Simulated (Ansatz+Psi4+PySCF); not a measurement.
A calculation with PySCF 2.14.0.

```python
from pyscf import gto, scf, mp

mol = gto.M(atom="""
C 0.000000 0.000000 -0.511750
N 0.000000 0.000000 0.664460
H 0.000000 0.000000 -1.580750
""", basis='cc-pvtz', charge=0, spin=0)
mf = scf.RHF(mol)
mf.kernel()
pt = mp.MP2(mf, frozen=2).run()
print(mf.e_tot, pt.e_corr, pt.e_tot)
```

The script is written out from the run's settings.

Results

```
Converged                       : yes
Reference energy                : -92.90351 hartree
Correlation energy              : -0.34989 hartree
Total energy                    : -93.25341 hartree
Spin squared of the determinant : 0.000
```
